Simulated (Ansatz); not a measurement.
One change: `B[SiH2]F` becomes `F[SiH2]F`.

Ansatz, PBE0-D4/def2-TZVP geometries, multiplicity 1. 

```tsv
property	`B[SiH2]F`
HOMO energy (B3LYP/def2-TZVPP) / eV	-8.34
HOMO energy (PBE0/def2-TZVPP) / eV	-8.52
HOMO energy (ωB97M-V/def2-TZVPP) / eV	-10.71
LUMO energy (PBE/def2-TZVPP) / eV	-3.71
HOMO–LUMO gap (ωB97M-V/def2-TZVPP) / eV	9.99
HOMO energy (PBE/def2-TZVPP) / eV	-7.22
```

Give the same properties after the change, and the shifts. (Estimate.)

Ansatz gave: 
| property | `F[SiH2]F` | shift |
| --- | --- | --- |
| HOMO energy (B3LYP/def2-TZVPP) / eV | -9.69 | -1.35 |
| HOMO energy (PBE0/def2-TZVPP) / eV | -9.88 | -1.36 |
| HOMO energy (ωB97M-V/def2-TZVPP) / eV | -12.16 | -1.45 |
| LUMO energy (PBE/def2-TZVPP) / eV | -0.57 | 3.14 |
| HOMO–LUMO gap (ωB97M-V/def2-TZVPP) / eV | 14.19 | 4.20 |
| HOMO energy (PBE/def2-TZVPP) / eV | -8.36 | -1.14 |

With PBE0 the HOMO falls by 1.36 eV and the LUMO rises by 3.01 eV, so the gap widens by about 4.37 eV. PBE moves the HOMO by -1.14 eV and ωB97M-V by -1.45 eV. The zero-point energy changes by -42.6 kJ/mol with -6 modes.

B3LYP here is the variant with VWN-RPA as its local correlation; programs differ in this.
